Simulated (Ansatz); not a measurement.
# C2H7N: the cost of one run

Method: RKS r2SCANh-D4/def2-SVP, in Ansatz 0.2.0.

## 1. Starting point

Bond lengths: N1–C2 1.693 Å, C2–H3 1.084 Å, C2–H4 1.082 Å, C2–C5 1.502 Å, C5–H6 1.079 Å, C5–H7 1.081 Å, N1–H9 1.019 Å, N1–H10 1.031 Å. Angles: N1–C2–H3 108.0°, N1–C2–H4 105.8°, N1–C2–C5 92.3°, H3–C2–H4 112.3°, H3–C2–C5 118.6°, H4–C2–C5 116.5°, C2–N1–H9 106.1°, C2–N1–H10 114.7°, H9–N1–H10 105.3°, C2–C5–H6 115.2°, C2–C5–H7 115.0°, H6–C5–H7 111.9°.

Structure file:

```xyz
10

N    -1.2361    0.1079    0.0303
C     0.2719   -0.6439    0.1956
H     0.3158   -1.4653   -0.5097
H     0.3223   -0.9808    1.2229
C     1.0071    0.6247   -0.1301
H     1.6537    0.9935    0.6511
H     1.4935    0.6361   -1.0954
H    -0.3008    1.0892   -0.1071
H    -1.5568   -0.1052   -0.9135
H    -1.9708   -0.2561    0.6559
```

## 2. Pulling towards end A

Springs on the bonds that form and break draw the guess towards this end; the thresholds are loose.

input.yaml

```yaml
crystal:
  periodic: [false, false, false]
  atoms:
    - { symbol: "N", position_ang: [-1.2361, 0.1079, 0.0303] }
    - { symbol: C, position_ang: [0.2719, -0.6439, 0.1956] }
    - { symbol: H, position_ang: [0.3158, -1.4653, -0.5097] }
    - { symbol: H, position_ang: [0.3223, -0.9808, 1.2229] }
    - { symbol: C, position_ang: [1.0071, 0.6247, -0.1301] }
    - { symbol: H, position_ang: [1.6537, 0.9935, 0.6511] }
    - { symbol: H, position_ang: [1.4935, 0.6361, -1.0954] }
    - { symbol: H, position_ang: [-0.3008, 1.0892, -0.1071] }
    - { symbol: H, position_ang: [-1.5568, -0.1052, -0.9135] }
    - { symbol: H, position_ang: [-1.9708, -0.2561, 0.6559] }
basis:
  gaussian: { orbitals: def2-SVP }
hamiltonian:
  xc: r2scanh
  dispersion: d4
relax:
  f_tol: 0.15
  max_steps: 25
  restrain:
    - { distance: [0, 7], at: 2.32, k: 30.0 }
    - { distance: [0, 1], at: 1.47, k: 30.0 }
    - { distance: [4, 7], at: 1.07, k: 30.0 }
```

The run is started by

```sh
$ ansatz run input.yaml --threads 2 --pin off --max-ram 3072MiB --backend cpu --events-out ev --progress --plain --runs-dir out
```

Q: Estimate wall time and peak memory on 2 threads of Intel Xeon 6975P-C (Granite Rapids), shared host.

About 13 s, with a peak of 0.16 GiB.
